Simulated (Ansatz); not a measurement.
# BHLYP/def2-TZVPP run of H3NO (hydroxylamine)

What is the vertical singlet–triplet gap of H3NO (hydroxylamine) at BHLYP/def2-TZVPP? 

The results are computed with Ansatz 0.2.0.

54 further runs of the same task are left out: 54 set aside as unsound or not needed.

### Step 1. The system as given

H3NO has 5 atoms, charge 0, and is taken as a singlet. As SMILES, `NO`. The shape is that of a PBE0-D4/def2-TZVP optimisation. This is one conformer, not always the lowest.

Bond lengths: N1–O2 1.422 Å, N1–H3 1.016 Å, N1–H4 1.016 Å, O2–H5 0.960 Å. Angles: N1–O2–H5 102.8°, O2–N1–H3 104.5°, O2–N1–H4 104.5°, H3–N1–H4 106.0°.

### Step 2. The energy at BHLYP/def2-TZVPP

run.yaml reads:

```yaml
crystal:
  periodic: [false, false, false]
  atoms:
    - symbol: N
      position_ang: [-0.165120, -0.361290, -0.321170]
    - symbol: O
      position_ang: [0.364460, 0.666040, 0.508060]
    - symbol: H
      position_ang: [-0.162690, -1.190020, 0.266770]
    - symbol: H
      position_ang: [-1.141650, -0.109840, -0.446210]
    - symbol: H
      position_ang: [1.105010, 0.995100, -0.007440]
basis:
  gaussian:
    orbitals: def2-TZVPP
hamiltonian:
  xc: {name: BHLYP}
accuracy: high
output: {orbitals: {seedname: orbitals}}
```

Started as:

```
$ ansatz run run.yaml --threads 1 --pin off --max-ram 3480MiB --events-out events.jsonl --progress --plain --runs-dir runs
```

What it wrote:

```text
Warning: RAYON_NUM_THREADS=1 ignored (pool sized by the plan → 1); use --threads N
Functional definition: BHLYP
  name "BHLYP"
  parameter a = 0.5
  exchange = (1 - a)*b88_x + a*exact_x
  correlation = lyp_c
1821 factors; integrals over basis functions are off by at most 3.5e-9 eV
mean field evaluation 1: about -3581.2022 eV, gradient 3.8e1 eV
mean field evaluation 2: about -3581.5272 eV, gradient 3.7e1 eV
mean field evaluation 4: about -3583.8008 eV, gradient 1.4e0 eV
mean field evaluation 8: about -3583.8022 eV, gradient 5.8e-3 eV
mean field evaluation 16: about -3583.8022 eV, gradient 5.9e-7 eV
mean field -3583.80220287 eV, -131.7023017670 hartree, gradient 1.5e-8 eV, S^2 0.000000; 0 other end points of the search recorded, 0 dependent functions left out
reference -3583.80222357 eV, -131.7023025278 hartree; 9, 9 occupied and 95, 95 virtual orbitals, 1821 factors
Total energy: -3583.80222357 eV, -131.7023025278 hartree
```

It took 3.6 s on 1 thread of Arm Neoverse V2, shared host; peak memory 0.24 GiB.

### Step 3. The triplet, same level

molecule.yaml reads:

```yaml
crystal:
  periodic: [false, false, false]
  atoms:
    - symbol: N
      position_ang: [-0.165120, -0.361290, -0.321170]
    - symbol: O
      position_ang: [0.364460, 0.666040, 0.508060]
    - symbol: H
      position_ang: [-0.162690, -1.190020, 0.266770]
    - symbol: H
      position_ang: [-1.141650, -0.109840, -0.446210]
    - symbol: H
      position_ang: [1.105010, 0.995100, -0.007440]
basis:
  gaussian: {orbitals: def2-TZVPP}
magnetization: {spin_polarized: true, initial_magnetization: 2}
hamiltonian: {xc: {name: BHLYP}}
accuracy: high
output: {orbitals: {seedname: orbitals}}
```

Started as:

```
$ ansatz run molecule.yaml --threads 1 --pin off --max-ram 3480MiB --events-out events.jsonl --progress --plain --runs-dir runs
```

What it wrote:

```text
Warning: RAYON_NUM_THREADS=1 ignored (pool sized by the plan → 1); use --threads N
[... 5 set-up lines as earlier in the session ...]
1821 factors; integrals over basis functions are off by at most 3.5e-9 eV
mean field evaluation 1: about -3573.4302 eV, gradient 3.1e1 eV
mean field evaluation 2: about -3571.1126 eV, gradient 4.1e1 eV
mean field evaluation 4: about -3576.9757 eV, gradient 2.2e0 eV
mean field evaluation 8: about -3577.0609 eV, gradient 3.7e-1 eV
mean field evaluation 16: about -3577.0662 eV, gradient 2.5e-2 eV
mean field evaluation 32: about -3577.0667 eV, gradient 1.6e-4 eV
mean field evaluation 64: about -3576.7635 eV, gradient 1.3e0 eV
mean field -3577.06665235 eV, -131.4547748511 hartree, gradient 5.0e-8 eV, S^2 2.009803; 4 other end points of the search recorded, 0 dependent functions left out
reference -3577.06667583 eV, -131.4547757137 hartree; 10, 8 occupied and 94, 96 virtual orbitals, 1821 factors
Total energy: -3577.06667583 eV, -131.4547757137 hartree
```

Run time: 14 s. Hardware: 1 thread of Arm Neoverse V2, shared host; peak memory 0.31 GiB.

### Step 4. Results

Level: BHLYP/def2-TZVPP.

```
                                        quantity          value
                           singlet: total energy  -131.70230 Eh
                            singlet: HOMO energy       -9.06 eV
                            singlet: LUMO energy        1.71 eV
                          singlet: HOMO–LUMO gap       10.77 eV
                           triplet: total energy  -131.45478 Eh
     triplet: HOMO energy (highest over α and β)       -2.33 eV
                                   triplet: ⟨S²⟩          2.010
vertical energy of the triplet above the singlet       6.736 eV
```

At this shape the triplet lies 6.74 eV (155 kcal/mol) above the singlet.
